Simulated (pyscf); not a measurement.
**Four-centre exchange: digermane (H₃Ge–GeH₃) + water (H₂O) -> HO–GeH₂–GeH₃ + hydrogen (H₂)**

Gas phase, singlet surface, charge 0. Bonds broken: Ge1–H3, O9–H10. Bonds formed: Ge1–O9, H3–H10. PySCF, gas phase, ωB97X-D3(BJ)/def2-SVP geometries.

Transition state (Å):

```xyz
11

Ge    -1.0354    -0.5200     0.3422
Ge     0.4987     0.8485    -0.9015
H     -2.3977     0.6079    -0.5415
H     -1.6024    -1.7611    -0.3499
H     -0.2923    -1.0147     1.6229
H      0.4419     2.2686    -0.3118
H      1.9486     0.3394    -0.7952
H      0.0717     0.9008    -2.3740
O     -2.4484     0.2571     1.5577
H     -2.7019     0.6883     0.5299
H     -2.1416     0.8998     2.2171
```

One imaginary mode, 1326i cm⁻¹; descent along it reached the two sides named.

```csv
bond,change,reactant side (Å),saddle,product side
Ge1–H3,breaks,1.538,1.977,4.1
O9–H10,breaks,0.965,1.143,2.447
Ge1–O9,forms,3.2,2.019,1.796
H3–H10,forms,2.597,1.117,0.762
```

Electronic energies relative to the separated reactants (kcal/mol):

| level | barrier | reaction energy | reverse barrier |
|---|---|---|---|
| ωB97X-D3(BJ)/def2-TZVP | 45.0 | -0.5 | 45.5 |
| PBE/def2-TZVP | 39.3 | +0.9 | 38.4 |
| r²SCAN/def2-TZVP | 41.5 | -0.5 | 42.0 |
| B3LYP-D3(BJ)/def2-TZVP | 43.7 | -0.2 | 43.9 |
| PBE0-D3(BJ)/def2-TZVP | 42.6 | +1.6 | 41.0 |
| M06-2X/def2-TZVP | 42.4 | -4.2 | 46.6 |
| ωB97M-D3(BJ)/def2-TZVP | 45.2 | +0.9 | 44.2 |
| HF/def2-TZVP | 62.4 | +1.7 | 60.7 |

With ωB97M-D3(BJ)/def2-TZVP energies and thermal terms (ideal gas, 1 atm, RRHO with modes under 100 cm⁻¹ raised to 100, one conformer, R ln 2 for rigid chiral ones), in kcal/mol:

```
T (K)   ΔH‡   ΔG‡    ΔH    ΔG
-----  ----  ----  ----  ----
298    42.9  52.8  -1.7  -0.8
600    43.1  62.7  -0.7  -0.4
900    43.8  72.4  +0.3  -0.4
1200   44.7  81.9  +1.0  -0.8
```

At the saddle there is also a short Ge–H contact that neither side keeps. This is the saddle that the search found; another between the same sides may lie lower. Elements up to Kr have no core potential and no relativistic terms here.
